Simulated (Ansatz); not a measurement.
**CCSD(T)/cc-pVDZ-F12 run of N2O (nitrous oxide)**

Aim: the energy change on altering one bond length of N2O (nitrous oxide) at CCSD(T)/cc-pVDZ-F12, from 2 runs. 

Program for the calculation: Ansatz 0.2.0.

7 further runs of the same task are left out: 2 for a known fault of the program, 5 set aside as unsound or not needed.

## (1) The structure to begin with

N2O has 3 atoms, charge 0, and is taken as a singlet. SMILES: `N#[N+][O-]`. The coordinates come from a PBE0-D4/def2-TZVP relaxation.

Bond lengths: N1–N2 1.118 Å, N2–O3 1.174 Å. Angles: N1–N2–O3 180.0°.

## (2) Energy and forces at CCSD(T)/cc-pVDZ-F12

File job.yaml:

```yaml
basis:
  gaussian:
    orbitals: cc-pVDZ-F12.json
crystal:
  periodic: [false, false, false]
  atoms:
    - symbol: "N"
      position_ang: [-0.511700, 1.001300, -0.167900]
    - symbol: N
      position_ang: [-0.008400, 0.016500, -0.002800]
    - symbol: O
      position_ang: [0.520100, -1.017800, 0.170700]
correlation:
  method: ccsd_t
  electrons: outside_noble_gas
output:
  forces: true
  orbitals: {seedname: orbitals}
```

The basis set cc-pVDZ-F12 is read from a file made from the Basis Set Exchange's data (not shown).

Launch:

```console
$ ansatz run job.yaml --threads 1 --pin off --max-ram 2610MiB --events-out events.jsonl --progress --plain --runs-dir runs
```

Output:

```text
Warning: RAYON_NUM_THREADS=1 ignored (pool sized by the plan → 1); use --threads N
Functional definition: HF
  name "HF"
  exchange = exact_x
  correlation = 0
738 factors; integrals over basis functions are off by at most 8.5e-4 eV
mean field evaluation 1: about -4998.1248 eV, gradient 3.2e1 eV
mean field evaluation 2: about -4998.1268 eV, gradient 3.2e1 eV
mean field evaluation 4: about -4999.8966 eV, gradient 3.0e0 eV
mean field evaluation 8: about -4999.9298 eV, gradient 1.5e-1 eV
mean field evaluation 16: about -4999.9193 eV, gradient 2.0e0 eV
mean field -4999.92990902 eV, -183.7440350823 hartree, gradient 1.3e-6 eV, S^2 0.000000; 0 other end points of the search recorded, 0 dependent functions left out
3 core orbitals not correlated: weight in the atoms' cores, before any rotation towards them, 1.000 or more for the frozen orbitals, at most 0.000 for the correlated occupied ones
reference -4999.92990902 eV, -183.7440350823 hartree; 8, 8 occupied and 79, 79 virtual orbitals, 738 factors
second order -16.24556303 eV of doubles, -0.00000000 eV of singles
cycle   1  -14.89451740 eV  change     1.4e0 eV  update   1.4e-1
cycle   2  -15.56729128 eV  change   -6.7e-1 eV  update   6.6e-2
cycle   3  -15.71892952 eV  change   -1.5e-1 eV  update   2.2e-2
cycle   4  -15.72574167 eV  change   -6.8e-3 eV  update   7.9e-3
cycle   5  -15.72252145 eV  change    3.2e-3 eV  update   2.5e-3
cycle   6  -15.72493537 eV  change   -2.4e-3 eV  update   9.3e-4
cycle   7  -15.72429746 eV  change    6.4e-4 eV  update   2.5e-4
cycle   8  -15.72421056 eV  change    8.7e-5 eV  update   8.2e-5
cycle   9  -15.72423618 eV  change   -2.6e-5 eV  update   2.3e-5
cycle  10  -15.72421463 eV  change    2.2e-5 eV  update   8.0e-6
cycle  11  -15.72420667 eV  change    8.0e-6 eV  update   2.4e-6
perturbative correction -0.88104858 eV, -0.0323779382 hartree
the calculation of the forces begins
Total energy: -5016.53516427 eV, -184.3542669574 hartree
Atom 0 at    -0.511700     1.001300    -0.167900 Å, force    -0.887370     1.736934    -0.291527 eV/Å
Atom 1 at    -0.008400     0.016500    -0.002800 Å, force     0.067674    -0.133348     0.022849 eV/Å
Atom 2 at     0.520100    -1.017800     0.170700 Å, force     0.819696    -1.603586     0.268678 eV/Å
Dipole moment:    -0.009464     0.018540    -0.003120 e Å
```

It took 17 s on 1 thread of Arm Neoverse V2, shared host; peak memory 0.41 GiB.

## (3) The distorted shape

job.yaml, as its differences from that of step 2:

```diff
@@ -7,5 +7,5 @@
     - symbol: "N"
-      position_ang: [-0.511700, 1.001300, -0.167900]
+      position_ang: [-0.723080, 1.414980, -0.237293]
     - symbol: N
-      position_ang: [-0.008400, 0.016500, -0.002800]
+      position_ang: [-0.219780, 0.430180, -0.072193]
     - symbol: O
```

The basis set cc-pVDZ-F12 is read from a file made from the Basis Set Exchange's data (not shown).

Launch:

```console
$ ansatz run job.yaml --threads 1 --pin off --max-ram 2610MiB --events-out events.jsonl --progress --plain --runs-dir runs
```

Output:

```text
Warning: RAYON_NUM_THREADS=1 ignored (pool sized by the plan → 1); use --threads N
[... 4 set-up lines as earlier in the session ...]
734 factors; integrals over basis functions are off by at most 8.0e-4 eV
mean field evaluation 1: about -4993.8193 eV, gradient 3.7e1 eV
mean field evaluation 2: about -4993.8214 eV, gradient 3.7e1 eV
mean field evaluation 4: about -4997.8342 eV, gradient 5.9e0 eV
mean field evaluation 8: about -4998.1494 eV, gradient 1.4e-1 eV
mean field evaluation 16: about -4997.8316 eV, gradient 5.9e0 eV
mean field evaluation 32: about -4991.9451 eV, gradient 2.5e-2 eV
mean field -4998.14946115 eV, -183.6786048300 hartree, gradient 2.2e-6 eV, S^2 0.000000; 0 other end points of the search recorded, 0 dependent functions left out; unrestricted orbitals would lower it
3 core orbitals not correlated: weight in the atoms' cores, before any rotation towards them, 1.000 or more for the frozen orbitals, at most 0.000 for the correlated occupied ones
reference -4998.14946115 eV, -183.6786048300 hartree; 8, 8 occupied and 79, 79 virtual orbitals, 734 factors
second order -15.10506600 eV of doubles, -0.00000000 eV of singles
cycle   1  -14.50691284 eV  change    6.0e-1 eV  update   1.3e-1
cycle   2  -15.19417461 eV  change   -6.9e-1 eV  update   4.8e-2
cycle   3  -15.38860649 eV  change   -1.9e-1 eV  update   3.3e-2
cycle   4  -15.40614758 eV  change   -1.8e-2 eV  update   1.5e-2
cycle   5  -15.41647460 eV  change   -1.0e-2 eV  update   9.5e-3
cycle   6  -15.42053861 eV  change   -4.1e-3 eV  update   3.3e-3
cycle   7  -15.41889398 eV  change    1.6e-3 eV  update   1.4e-3
cycle   8  -15.41913399 eV  change   -2.4e-4 eV  update   4.8e-4
cycle   9  -15.41933758 eV  change   -2.0e-4 eV  update   1.5e-4
cycle  10  -15.41923844 eV  change    9.9e-5 eV  update   6.5e-5
cycle  11  -15.41928262 eV  change   -4.4e-5 eV  update   3.3e-5
cycle  12  -15.41929793 eV  change   -1.5e-5 eV  update   1.5e-5
cycle  13  -15.41930434 eV  change   -6.4e-6 eV  update   6.5e-6
cycle  14  -15.41931041 eV  change   -6.1e-6 eV  update   3.1e-6
cycle  15  -15.41930923 eV  change    1.2e-6 eV  update   1.1e-6
perturbative correction -0.84648255 eV, -0.0311076599 hartree
the calculation of the forces begins
Total energy: -5014.41525294 eV, -184.2763616526 hartree
Atom 0 at    -0.723080     1.414980    -0.237293 Å, force     0.495184    -0.968710     0.162292 eV/Å
Atom 1 at    -0.219780     0.430180    -0.072193 Å, force     1.572437    -3.077862     0.516580 eV/Å
Atom 2 at     0.520100    -1.017800     0.170700 Å, force    -2.067620     4.046572    -0.678872 eV/Å
Dipole moment:    -0.181506     0.355207    -0.059579 e Å
```

Wall time 18 s (1 thread of Arm Neoverse V2, shared host); peak memory 0.41 GiB.

## (4) Outcome

At CCSD(T)/cc-pVDZ-F12, 3 core orbitals frozen:

```
                                                         quantity          value
                                        first shape: total energy  -184.35427 Eh
                  first shape: dipole moment (correlated density)         0.10 D
                 first shape: HOMO energy (Hartree–Fock orbitals)      -13.41 eV
                 first shape: LUMO energy (Hartree–Fock orbitals)        2.02 eV
               first shape: HOMO–LUMO gap (Hartree–Fock orbitals)       15.43 eV
         first shape: correlation energy (3 core orbitals frozen)     -610.2 mEh
                                      first shape: (T) correction     -32.38 mEh
                                       first shape: T1 diagnostic          0.020
                            first shape: largest force on an atom     1.972 eV/Å
                                    distorted shape: total energy  -184.27636 Eh
              distorted shape: dipole moment (correlated density)         1.94 D
             distorted shape: HOMO energy (Hartree–Fock orbitals)      -14.24 eV
             distorted shape: LUMO energy (Hartree–Fock orbitals)        1.84 eV
           distorted shape: HOMO–LUMO gap (Hartree–Fock orbitals)       16.09 eV
     distorted shape: correlation energy (3 core orbitals frozen)     -597.8 mEh
                                  distorted shape: (T) correction     -31.11 mEh
                                   distorted shape: T1 diagnostic          0.032
                        distorted shape: largest force on an atom     4.595 eV/Å
energy change with the N2–O3 bond stretched from 1.174 to 1.644 Å       2.120 eV
```

In words: With the N2–O3 bond stretched from 1.174 to 1.644 Å the energy rises by 2.12 eV (205 kJ/mol). The first shape isn't relaxed at this level, so the change isn't measured from a minimum. The largest force (first shape) is 1.97 eV/Å: the shape isn't a stationary point for this species at this level. The triples (first shape) make up 5.3 % of the correlation energy. The T1 diagnostic (distorted shape) of 0.032 is above the customary mark for such species, so a single reference may not serve. The restricted solution (distorted shape) is unstable to spin breaking: an unrestricted one lies lower. Mulliken charges (distorted shape) run from -0.27 on O3 to +0.22 on N2; they depend strongly on the basis.
